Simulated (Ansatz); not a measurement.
Predict the output of the script below (Ansatz's Python interface).

The script, `bf.py`:
```python
import itertools

import ansatz as az
from ase.data import atomic_numbers, covalent_radii
import numpy as np

bf = (
    az.Crystal.molecule()
    .atom('B', [0.0, 0.0, 0.0])
    .atom('F', [0.0, 0.0, 1.43])
)

job = (
    bf.calculation()
    .basis(gaussian='def2-SVP')
    .functional('B3LYP')
)
symbols = [site.symbol for site in bf.cartesian_sites]
start = np.array([site.position_ang for site in bf.cartesian_sites], dtype=float)
r = job.relax(force_tolerance=0.01, max_steps=100).run().report
end = np.array(r['positions_ang'])
radius = [covalent_radii[atomic_numbers[s]] for s in symbols]
span = lambda where, i, j: np.linalg.norm(where[i] - where[j])
bonded = [(i, j) for i, j in itertools.combinations(range(len(symbols)), 2) if min(span(start, i, j), span(end, i, j)) < 1.2 * (radius[i] + radius[j])]
print('pair        before    after (A)')
for i, j in bonded:
    print(f'{symbols[i]}{i}-{symbols[j]}{j}'.ljust(10), f'{span(start, i, j):8.4f} {span(end, i, j):8.4f}')

minimum = az.Crystal.molecule()
for symbol, place in zip(symbols, end):
    minimum = minimum.atom(symbol, place.tolist())
at_minimum = minimum.calculation()
level = lambda method, basis: at_minimum.basis(gaussian=basis).correlation(method).run().report
small, large, cluster = level('mp2', 'cc-pVDZ'), level('mp2', 'cc-pVTZ'), level('ccsd_t', 'cc-pVDZ')
corr = lambda each: (each['free_energy_ev'] - each['reference_energy_ev']) / 27.211386246
mp2_limit = (27 * corr(large) - 8 * corr(small)) / 19
pieces = {'HF / cc-pVTZ': large['reference_energy_ev'] / 27.211386246, 'MP2 correlation, DZ-TZ limit': mp2_limit, 'CCSD(T) - MP2 / cc-pVDZ': corr(cluster) - corr(small)}
for name, value in pieces.items():
    print(f'{name:32s} {value:14.6f} Ha')
print(f'{"sum":32s} {sum(pieces.values()):14.6f} Ha')
print('T1 diagnostic', round(cluster['correlation']['coupled_cluster']['t1_diagnostic'], 4))
```

Output of `python bf.py`:
```text
pair        before    after (A)
B0-F1        1.4300   1.2635
HF / cc-pVTZ                        -124.155829 Ha
MP2 correlation, DZ-TZ limit          -0.353544 Ha
CCSD(T) - MP2 / cc-pVDZ               -0.021976 Ha
sum                                 -124.531349 Ha
T1 diagnostic 0.0172
```

Caveats:
- Total energies depend on the basis set; only differences at equal settings carry meaning.
- The sum leaves out core correlation, relativity, the Hartree-Fock basis error and zero-point energy; a DZ-TZ extrapolation is rough.
- b3lyp holds the VWN-RPA fit, as in Gaussian; the form of ORCA and Turbomole is b3lyp5.
- Inner cores stay frozen, so this is valence correlation.
- The spin state was assumed, and another may lie lower.
- Timing: 1.5 s on 1 thread of AMD EPYC 9R45 96-Core Processor (Zen 5) (shared host), peak memory 0.17 GiB.
